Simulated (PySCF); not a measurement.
**C4H5Cl2: g tensor and hyperfine couplings**

Species: C₄H₅Cl₂ (doublet state).
Cartesian coordinates in Å at the GFN2-xTB level; atoms count from 1:
```xyz
11
C4H5Cl2 angstrom
C     -0.994   -0.926   -0.549
C     -0.237    0.088   -0.004
C     -0.762    1.290    0.410
C      1.244   -0.128    0.148
Cl     1.565   -1.527    1.205
Cl     1.999   -0.410   -1.443
H     -2.054   -0.811   -0.675
H     -0.544   -1.850   -0.861
H     -0.145    2.062    0.831
H     -1.814    1.485    0.319
H      1.749    0.731    0.593
```

The hyperfine couplings belong to this conformer and change with its torsions.

The species is `[CH2]C(=C)C(Cl)Cl` [radical].

Theory: UKS B3LYP, pcH-1 on C Cl H, non-relativistic, mean-field spin-orbit, GIAO (PySCF 2.14.0). One conformer (not necessarily the lowest) at the GFN2-xTB geometry, without solvent, vibrations or thermal averaging. The geometry wasn't refined by DFT: couplings that depend on bond lengths, twists or pyramidal angles can differ widely from those at the functional's own minimum. No stability test was run, so a lower SCF solution isn't excluded. ⟨S²⟩ is 0.780 where a pure state has 0.75.

```json
{"g1, g2, g3": "2.00252, 2.00317, 2.00353", "g_iso": "2.00308", "Form of g": "rhombic: the two nearest values differ by 35 % of g3 − g1", "⟨S²⟩": "0.7798 (exact 0.7500)", "Total energy": "-1075.78311 Eh"}
```

Isotropic coupling and dipolar principal values T1 to T3, in 10⁻⁴ cm⁻¹ (1 × 10⁻⁴ cm⁻¹ = 2.998 MHz):

| atom | isotope | a_iso | of which spin–orbit | T1 | T2 | T3 | Mulliken spin population |
| --- | --- | --- | --- | --- | --- | --- | --- |
| C1 | 13C | 19.9 | 0.0 | -19.0 | -18.4 | 37.4 | 0.74 |
| C2 | 13C | -17.1 | 0.0 | -10.2 | 4.2 | 6.1 | -0.27 |
| C3 | 13C | 17.5 | 0.0 | -16.4 | -15.8 | 32.3 | 0.65 |
| C4 | 13C | 1.9 | 0.0 | -0.2 | -0.1 | 0.3 | 0.01 |
| Cl5 | 35Cl | -0.8 | 0.0 | -1.6 | 0.3 | 1.3 | 0.00 |
| Cl6 | 35Cl | -0.8 | 0.0 | -1.6 | 0.3 | 1.3 | 0.00 |
| H7 | 1H | -14.7 | 0.0 | -8.1 | -0.6 | 8.7 | -0.03 |
| H8 | 1H | -15.3 | 0.0 | -9.2 | -0.3 | 9.4 | -0.03 |
| H9 | 1H | -13.4 | 0.0 | -8.0 | -0.1 | 8.2 | -0.03 |
| H10 | 1H | -12.7 | 0.0 | -6.7 | -0.6 | 7.3 | -0.03 |
| H11 | 1H | -0.6 | 0.0 | -0.7 | -0.4 | 1.2 | 0.00 |

The largest Mulliken spin populations are on C1 (+0.74), C3 (+0.65) and C2 (-0.27). The angles at C1 add up to 360.0°, so it is planar; its axial dipolar tensor and the negative couplings of its protons fit spin in a p orbital normal to that plane.

Axes: g3 points within 5° of the C1–C2 bond.

Under fast tumbling the dipolar parts average out, and these isotropic splittings remain: 1 × 1H (H8, I = 1/2, 2 lines) with 1.64 mT, 1 × 1H (H7, I = 1/2, 2 lines) with 1.57 mT, 1 × 1H (H9, I = 1/2, 2 lines) with 1.43 mT, 1 × 1H (H10, I = 1/2, 2 lines) with 1.36 mT, 2 × 35Cl (Cl5/Cl6, I = 3/2, 7 lines) with 0.09 mT and 1 × 1H (H11, I = 1/2, 2 lines) with 0.06 mT.

Means are taken over nuclei equivalent by connectivity, which assumes that they swap fast. H7 and H8 aren't averaged: C1 is flat or nearly so (angle sum 360°), and its turn about the short C1–C2 bond (1.38 Å) is taken as slow.

Main isotope only: 35Cl (natural samples also hold 24 % 37Cl, magnetic too, which adds its own pattern).

The 13C coupling of C1 (59.7 MHz) shows only in satellite lines or after enrichment, since that isotope makes up about 1.07 % of natural carbon.

Examples of negative spin density at the nucleus (bohr⁻³): C2 (-0.0455), H8 (-0.0103) and H7 (-0.0098).
